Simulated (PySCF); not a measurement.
# C4H4F2: the cost of one run

Computed with PySCF 2.14.0, with density-fitted response routines of our own, on a single molecule in the gas phase. Atoms count from 0, in the outputs and in this text.

## (1) Starting geometry

10 atoms, charge 0, multiplicity 1; geometry from: PBE0-D3(BJ)/def2-SVP.

Bonds of the start (Å): C0–C1 1.31, C1–C2 1.31, C2–C3 1.49, C3–F4 1.35, C3–F5 1.35, C0–H6 1.10, C0–H7 1.10, C2–H8 1.10, C3–H9 1.10.

## (2) Nuclear shieldings: PBE0/pcSseg-2

The job: settings as JSON, then the geometry in Å.

```
{"job": {"kind": "nmr", "xc": "PBE0", "basis": "pcSseg-2", "pop": false}, "charge": 0, "multiplicity": 1}
C      1.967998    -0.279958     0.754634
C      0.836699    -0.366060     0.108546
C     -0.303379    -0.440967    -0.530506
C     -1.429428     0.510639    -0.284367
F     -2.543754    -0.170873     0.066986
F     -1.722877     1.184990    -1.420709
H      2.124198    -0.819417     1.694666
H      2.793381     0.329555     0.372157
H     -0.479280    -1.210829    -1.291684
H     -1.196491     1.241214     0.508683
```

Level: GIAO PBE0/pcSseg-2 NMR shielding, non-relativistic, gas phase.

Started as:

```sh
$ OMP_NUM_THREADS=1 python probes_run.py task.json out
```

The driver reads the jobs from task.json and runs them one after another.

**Question.** How long does this first job take on 1 thread of Arm Neoverse V1, shared host, and how much memory does it need?

About 33 s, with a peak of 1 GiB.
